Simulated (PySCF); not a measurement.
**OH: doublet, from a linear start**

Aim: relax OH as a doublet from a linear start, check by its vibrations whether the end is a minimum, and collect its spectrum and constants.

Computed with PySCF 2.14.0. Level: PBE0, basis O def2-TZVP, H def2-TZVP, no relativity, density fitting.

### Step 1. Where the work starts

2 atoms, charge 0, spin multiplicity 2.

Bond lengths: O1–H2 0.997 Å.

```xyz
2
charge 0 multiplicity 2
O     0.0000    0.0000    0.0000
H     0.0000    0.0000    0.9970
```

### Step 2. Finding the electronic state

The steps below are one call of a driver around PySCF. For each, scf.py gives the equivalent set-up of the SCF; relaxations use the driver's own optimiser. After this first run the driver tries any further starts and a stability analysis.

The input, scf.py:

```python
from pyscf import gto, scf, dft
mol = gto.M(atom='''
O      0.000000     0.000000     0.000000
H      0.000000     0.000000     0.997000''',
    basis={'O': 'def2-TZVP', 'H': 'def2-TZVP'},
    charge=0, spin=1)
mf = dft.UKS(mol, xc='PBE0')
mf.grids.atom_grid = (50, 194)
aux = {'O': 'def2-universal-JKFIT', 'H': 'def2-universal-JKFIT'}
mf = mf.density_fit(auxbasis=aux)
mf.conv_tol = 1e-08
mf.diis_space = 10
mf.max_cycle = 60
mf.init_guess = 'minao'
mf.verbose = 4
mf.kernel()
```

Started as:

```sh
OMP_NUM_THREADS=2 python axn.py task.json out
```

After this run come: Linear start, doublet: relaxation; Is it a minimum? Harmonic modes.

**Question.** What will these runs give? Wanted: minimum; geometry; wavenumbers; dipole moment; highest occupied, lowest empty level; polar-tensor charge of O1; zero-point energy; atomisation energy; ⟨S²⟩.

The runs gave:

| quantity | value |
| --- | --- |
| minimum | doublet, C∞v |
| geometry | O–H 0.973 Å |
| wavenumbers (cm⁻¹) | 3750 |
| dipole moment | 1.77 D |
| highest occupied, lowest empty level (either spin) | -9.09, -4.11 eV |
| polar-tensor charge of O1 | -0.29 e |
| zero-point energy | 22.4 kJ/mol |
| entropy at 298.15 K | 178.2 J/(mol K) |
| atomisation energy (no zero-point energy) | 436 kJ/mol |
| ⟨S²⟩ | 0.753 |

**Reading.** The molecule stays C∞v, as typed, and the end point is a minimum. The strongest infrared band lies at 3750 cm⁻¹ (stretch). Most of the spin sits on O1 (Mulliken spin 1.03, against 1 for the whole molecule). Only this shape and spin were tried, so other structures or states may lie lower. The SCF density has lower symmetry than the nuclear frame.
